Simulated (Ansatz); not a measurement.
Ansatz (a quantum-chemistry and plane-wave program) input:

Ansatz 0.2 input:
```yaml
crystal:
  periodic: [false, false, false]
  atoms:
    - {symbol: C, position_ang: [-0.96142764, -0.07408188, 0.00453613]}
    - {symbol: O, position_ang: [-0.85735742, -1.25548595, -0.00924374]}
    - {symbol: O, position_ang: [-0.05212715, 0.87060609, 0.01001768]}
    - {symbol: C, position_ang: [1.34142425, 0.42227939, -0.00276589]}
    - {symbol: H, position_ang: [1.93434146, 1.33069918, 0.00407556]}
    - {symbol: H, position_ang: [1.53575754, -0.18039527, 0.88215728]}
    - {symbol: H, position_ang: [1.52579788, -0.16045005, -0.90304583]}
basis:
  gaussian:
    orbitals: 6-31G
magnetization: {spin_polarized: true, initial_magnetization: 1}
correlation: {method: ccsd_t, electrons: outside_noble_gas}
```

Problem. Which total energy does the run end on?

Solution. -227.47656 Eh (CCSD(T)/6-31G). The basis has 42 functions.

It need not be the lowest isomer of its formula.
